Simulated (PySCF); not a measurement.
**Where the electron goes**

C₄H₄F₂.
Z-matrix (Å and degrees, PBE0-D3(BJ)/def2-SVP geometry), rows numbered from 1:
```
F 
C   1  1.3162
C   2  1.3363  1  135.37
F   3  1.3161  2  135.28  1    -0.01
C   3  1.4985  2   94.38  1   179.76
C   2  1.4985  1  130.30  3  -179.82
H   5  1.1015  3  115.61  2  -114.31
H   5  1.1017  3  116.01  2   115.57
H   6  1.1018  2  115.59  1    65.55
H   6  1.1016  2  116.03  1   -64.62
```

The calculation used TDDFT PBE0/def2-SVPD, vertical, gas phase, core orbitals frozen in the response (PySCF).

Kohn–Sham orbitals with the atoms that hold most of them (Löwdin shares over 4%, at most four atoms; ? is withheld):

```json
{"orbital": "HOMO-3", "ε (eV)": "-10.69", "atoms": "C5 26%, C6 26%, H7 11%, H9 10%"}
{"orbital": "HOMO-2", "ε (eV)": "-10.60", "atoms": "C6 19%, C5 19%, C2 13%, C3 12%"}
{"orbital": "HOMO-1", "ε (eV)": "-10.18", "atoms": "?"}
{"orbital": "HOMO", "ε (eV)": "?", "atoms": "?"}
{"orbital": "LUMO", "ε (eV)": "0.69", "atoms": "C2 21%, C3 21%, C5 13%, C6 13%"}
{"orbital": "LUMO+1", "ε (eV)": "0.85", "atoms": "C2 31%, C3 31%, F1 9%, F4 9%"}
{"orbital": "LUMO+2", "ε (eV)": "1.10", "atoms": "H8 10%, H10 10%, H7 10%, H9 10%"}
```

**Question.** Which atoms hold the HOMO, and with what shares?

**Answer.** C2 (bonded to 2 C and F) 28%; C3 (bonded to 2 C and F) 28%; F4 (bonded to C) 11%; F1 (bonded to C) 11%. By element: carbon 57% or more, fluorine 23%.

**Question.** Which atoms hold the HOMO-1, and with what shares?

**Answer.** C6 (bonded to 2 C and 2 H) 19%; C5 (bonded to 2 C and 2 H) 19%; F4 (bonded to C) 18%; F1 (bonded to C) 18%. By element: carbon 39% or more, fluorine 35%.

**Question.** What is the HOMO energy, and the HOMO–LUMO gap?

**Answer.** ε(HOMO) = -7.10 eV; the gap is 7.80 eV (0.2865 hartree).

**Question.** The HOMO–LUMO gap is 7.80 eV. Where does the response calculation put the lowest singlet, and from which orbitals?

**Answer.** S1 is at 6.43 eV (f = 0.0040), 1.37 eV below the gap, made of HOMO→LUMO (92%). 

**Question.** Give energy, strength and leading configuration of S1, S4 and S8, and follow the Löwdin shares of the leading atoms from the occupied to the empty orbital.

**Answer.** 
- S1 (6.43 eV, f 0.0040), HOMO→LUMO (92%): C2 28% → 21%, C3 28% → 21%
- S4 (7.59 eV, f 0.230), HOMO→LUMO+1 (94%): C2 28% → 31%, C3 28% → 31%
- S8 (9.00 eV, f 0.0000), HOMO-1→LUMO+1 (94%): C6 19% → at most 10%, C5 19% → at most 10%, C2 at most 18% → 31%, C3 at most 18% → 31%
